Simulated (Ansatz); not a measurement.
# BH6SSi+ (SMILES B[SiH2][SH2+]): single points off equilibrium

One table from this session's results is given with a row withheld; the runs are named, their logs left out.

The runs use Ansatz 0.2.0, Gaussian basis; single points in def2-TZVPP.

Cores are frozen in the correlated methods.

### The system as given

SMILES `B[SiH2][SH2+]`, 9 atoms, charge 1, spin multiplicity 1.

Atoms are counted from 1 here; the program's logs count them from 0.

Bond lengths: B1–Si2 1.945 Å, B1–H4 1.259 Å, B1–H5 1.267 Å, Si2–H6 1.518 Å, Si2–H7 1.532 Å, S3–H8 1.420 Å, S3–H9 1.366 Å. Angles: Si2–B1–H4 123.5°, Si2–B1–H5 107.2°, H4–B1–H5 126.8°, B1–Si2–H6 126.6°, B1–Si2–H7 118.5°, H6–Si2–H7 108.8°, H8–S3–H9 96.3°.

Geometry (Å):

```xyz
9
charge 1, multiplicity 1
B    -1.1701    0.6420   -1.2885
Si    0.4583    0.6069   -0.2250
S     0.0182   -1.0936    1.5050
H    -2.0245   -0.2829   -1.2804
H    -1.3548    1.8413   -1.6515
H     0.8447    1.5818    0.8723
H     1.7358    0.0528   -0.8641
H     0.5592   -2.1694    0.7527
H     1.1699   -0.7798    2.1694
```

Set-up of the first run:

The input, run/in.yaml:

```yaml
crystal:
  periodic: [false, false, false]
  atoms:
    - {symbol: B, position_ang: [-1.170149, 0.642018, -1.288496]}
    - {symbol: Si, position_ang: [0.458318, 0.606882, -0.224970]}
    - {symbol: S, position_ang: [0.018188, -1.093595, 1.504954]}
    - {symbol: H, position_ang: [-2.024489, -0.282892, -1.280426]}
    - {symbol: H, position_ang: [-1.354820, 1.841271, -1.651452]}
    - {symbol: H, position_ang: [0.844714, 1.581782, 0.872315]}
    - {symbol: H, position_ang: [1.735786, 0.052783, -0.864076]}
    - {symbol: H, position_ang: [0.559161, -2.169417, 0.752673]}
    - {symbol: H, position_ang: [1.169928, -0.779842, 2.169440]}
basis:
  gaussian: {orbitals: def2-TZVPP}
total_charge: 1
hamiltonian: {xc: pbe, dispersion: d4}
output: {forces: true}
```

On the command line:

```console
$ ansatz run in.yaml --threads 2 --pin off --events-out ev --progress --plain --max-ram 3481MiB
```

Steps of the session up to this table: PBE-D4/def2-TZVPP; r2SCAN-D4/def2-TZVPP; PBE0-D4/def2-TZVPP; wB97M-V/def2-TZVPP; CCSD(T)/def2-TZVPP.

One of the session's tables, all rows but one given; the rest of the session is left out.

| method | RMS force component (eV/Å) | angle to CCSD(T) forces (°) |
| --- | --- | --- |
| PBE-D4 | 0.793 | 7.7 |
| r2SCAN-D4 | 0.899 | 3.9 |
| PBE0-D4 | ? | ? |
| wB97M-V | 0.977 | 3.5 |
| CCSD(T) | 0.985 | reference |

**Question.** Estimate the row for PBE0-D4.

**Answer.** RMS force component (eV/Å): 0.919; angle to CCSD(T) forces (°): 3.5. In the column «RMS force component (eV/Å)» it lies between r2SCAN-D4 (0.899) and wB97M-V (0.977).
